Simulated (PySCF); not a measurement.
Orbital picture of MgSi⁺

PBE0 at R = 2.716 Å; Mg cc-pVDZ, Si cc-pV(D+d)Z; no relativity (PySCF 2.14). State: ²Π (doublet), unpaired electrons π ↑. Only the outer orbitals are listed, counted within each symmetry.

```
spin  orbital  occ.  ε (eV)  on Mg (%)            main shells (%)
   α       2π     1  -57.89        100                   100 Mg p
   α       2π     1  -57.88        100                   100 Mg p
   α       6σ     1  -57.85        100                   100 Mg p
   α       7σ     1  -18.10          6                    93 Si s
   α       8σ     1  -11.80         50           46 Mg s, 44 Si p
   α       3π     1  -10.76          6                    94 Si p
   α       3π     0   -8.53         10            90 Si p, 9 Mg p
   α       9σ     0   -7.88         70  47 Mg s, 30 Si p, 22 Mg p
   α       4π     0   -5.34         94                    94 Mg p
   β       2π     1  -57.91        100                   100 Mg p
   β       2π     1  -57.89        100                   100 Mg p
   β       6σ     1  -57.86        100                   100 Mg p
   β       7σ     1  -16.93          9                    90 Si s
   β       8σ     1  -11.50         63           62 Mg s, 29 Si p
   β       3π     0   -8.19         13           86 Si p, 12 Mg p
   β       9σ     0   -7.86         59  41 Si p, 31 Mg p, 28 Mg s
   β       3π     0   -7.28         24           75 Si p, 23 Mg p
```

Question: Which are the highest filled and the lowest empty level, where do they sit, and how wide is the gap?

Answer: Highest filled α 3π at -10.76 eV (in %: 94 Si p); lowest empty α 3π at -8.53 eV (in %: 90 Si p, 9 Mg p); the gap at PBE0 is 2.23 eV. Both belong to one degenerate shell, split only by its one-sided filling, so this is no excitation gap.

```json
{
 "bond order (Mayer)": "1.06",
 "⟨S²⟩": "0.788",
 "charge on Mg (Mulliken, basis-dependent)": "0.67",
 "charge on Mg (Löwdin, basis-dependent)": "0.70",
 "dipole moment (positive dipole points towards Si; it is taken about the centre of mass and depends on that origin)": "-4.27 D",
 "polarisability along the bond": "127.7 bohr³",
 "polarisability across the bond": "48.3 bohr³"
}
```

The state is the lowest determinant that a PBE0 search found; another state may lie lower at other levels.
